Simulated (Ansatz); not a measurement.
Wavefunction ladder for dimethyl ether (`COC`)

```xyz
9

C    -0.270    1.107    0.224
O     0.693    0.279   -0.362
C     0.351   -1.074   -0.267
H    -1.250    0.995   -0.263
H     0.065    2.138    0.110
H    -0.393    0.889    1.295
H    -0.598   -1.288   -0.778
H     1.146   -1.651   -0.741
H     0.257   -1.395    0.781
```

The species carries charge 0 and has multiplicity 1. All single points use the PBE0-D4/def2-TZVP geometry. Frozen core, restricted reference, Ansatz. CBS rows extrapolate triple and quadruple zeta; past MP2 they add the triple-zeta difference.

| basis | HF (Eh) | MP2 corr. |
| --- | --- | --- |
| def2-SVP | -153.95174 | -0.47599 |
| def2-TZVPP | -154.13249 | -0.59627 |
| def2-QZVPP | -154.14022 | -0.63798 |

**Question.** Estimate the CCSD correlation energy and the (T) correction in each basis where they were run (hartree).

**Answer.** 
| basis | CCSD corr. | (T) |
| --- | --- | --- |
| def2-SVP | -0.51497 | -0.01251 |
| def2-TZVPP | -0.62679 | -0.02210 |
| CBS(def2) | -0.69939 | as TZ |
